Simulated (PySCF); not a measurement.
Rock-salt LiBr was calculated with MP2 (PySCF, GTH pseudopotentials, Gaussian basis).

The same calculation (at the measured cell, 20.808 Å³/atom) with different numerical settings; throughout: k mesh 2×2×2:

| run | basis | correlation energy (eV/atom) | total energy (eV/atom) |
|---|---|---|---|
| 1 | DZ | -1.8598 | -284.9096 |
| 2 | TZ | -2.5969 | -285.6868 |
| 3 | QZ | -2.9202 | -286.0273 |

In the column total energy (eV/atom) the first row differs from the last by +1.1177 and the next to last by +0.3405.

The last row is no converged limit: other settings stay fixed.
